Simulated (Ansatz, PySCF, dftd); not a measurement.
System: C$_{2}$H$_{5}$O, charge 0, doublet. C2H5O (SMILES [CH2]CO, doublet).
B3LYP-D3(BJ)/def2-TZVP minimum from Ansatz (an electronic-structure program):
```xyz
8

C      1.1499    -0.5481     0.0778
C      0.1001     0.4855     0.1538
O     -1.1512    -0.0848    -0.2195
H     -1.8025     0.6203    -0.2893
H      0.0546     0.9063     1.1703
H      0.3469     1.3296    -0.5164
H      2.1102    -0.3827     0.5442
H      0.9997    -1.4196    -0.5423
```
Charge 0, spin multiplicity 2.

Quantity: enthalpy of formation at 298 K (by atomisation, with ideal-gas terms from PySCF's Hessian at B3LYP-D3(BJ)/def2-TZVP and the atoms' measured values of the G2/97 table; no spin-orbit terms), in kJ/mol. Radicals and triplets start from unrestricted determinants; spin-orbit coupling is neglected. Cores are frozen in correlated methods. Rows without X2C or -DK are non-relativistic. CBS(X,Y): correlation extrapolated as X^-3, Hartree-Fock from the larger set. A bracket is a step between two methods taken in the basis named. The functionals are non-relativistic, so their misses hold any scalar relativity. Double hybrids freeze cores in their MP2 part. 'core' is core correlation in cc-pwCVTZ, 'X2C' scalar relativity in cc-pVTZ-DK, both at CCSD(T). For partners of very few electrons the exact lower level stands in for a higher one.

```csv
level,program,enthalpy of formation at 298 K (kJ/mol),difference against the last row
HF/cc-pVQZ,Ansatz,762.1,790.8
PBE/def2-TZVPD,Ansatz,-82.7,-54.0
B3LYP/def2-TZVPD,Ansatz,-12.5,16.2
PBE0-D4/def2-TZVPD,Ansatz + dftd4,-35.6,-6.9
B2PLYP-D3(BJ)/def2-TZVPD,Ansatz + dftd3,6.7,35.4
MP2/aug-cc-pVTZ,Ansatz,-0.2,28.5
CCSD/aug-cc-pVDZ,Ansatz,191.4,220.1
CCSDT(Q)/cc-pVDZ,Ansatz,207.6,236.3
"CCSD(T)/CBS(cc-pVTZ,cc-pVQZ) + [CCSDT(Q) - CCSD(T)]/cc-pVDZ + core + X2C",Ansatz,-28.7,0.0
```
